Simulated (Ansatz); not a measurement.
Two shapes of singlet C4H4.

Shape 1:

```xyz
8

C     0.6700    0.7850    0.0000
C    -0.6700    0.7850    0.0000
C    -0.6700   -0.7850    0.0000
C     0.6700   -0.7850    0.0000
H     1.4407    1.5557    0.0000
H    -1.4407    1.5557    0.0000
H    -1.4407   -1.5557    0.0000
H     1.4407   -1.5557    0.0000
```

Shape 2:

```xyz
8

C     0.6545    0.7413   -0.0188
C    -0.6372    0.7728   -0.0357
C    -0.6977   -0.7658   -0.0370
C     0.6497   -0.7393   -0.0005
H     1.4669    1.5952   -0.0160
H    -1.4432    1.5957   -0.0300
H    -1.4517   -1.5070   -0.0028
H     1.4091   -1.5228    0.0203
```

Basis set: 6-31G* (spherical functions). Frozen core: 4 orbitals. Charge 0, multiplicity 1.

Computed with Ansatz (development build ahead of 0.2.0); each method stands on the lowest determinant of its kind that the runs found.

Which shape is lower in energy, and by how much in each method?

```tsv
method	E(2) − E(1) (eV)
RHF	0.433
RHF-MP2	0.441
```

Shape 1 is lower.
